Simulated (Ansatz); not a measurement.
Total energies of Li₂Al⁺ from Ansatz at PBE0-D4/def2-TZVP, gas phase (1 Eh = 27.2114 eV = 2625.5 kJ/mol). The reference geometry is relaxed at PBE-D4/def2-TZVP.

```xyz
3

Al    0.000    0.000    0.000
Li   -0.871   -1.884    1.846
Li    0.871    1.884   -1.846
```

```tsv
state	geometry	energy (Eh)
charge 1 singlet	reference	-257.09643
charge 0 doublet	reference	-257.25412
charge 1 triplet	relaxed at PBE-D4/def2-TZVP	-257.07642
charge 1 quintet	relaxed at PBE-D4/def2-TZVP	-256.95018
```

Problem. Work out the vertical electron affinity, to the doublet.

Solution. E(charge 1 singlet) − E(charge 0 doublet) = -257.09643 − (-257.25412) = 0.15769 Eh = 4.29 eV.

Problem. Which of the charge 1 states is lowest, and how far above it are the others?

Solution. The singlet. triplet: -257.07642 − (-257.09643) = 0.02001 Eh = 52.5 kJ/mol; quintet: -256.95018 − (-257.09643) = 0.14625 Eh = 384.0 kJ/mol.

The structure comes from a short search, and lower isomers may exist.
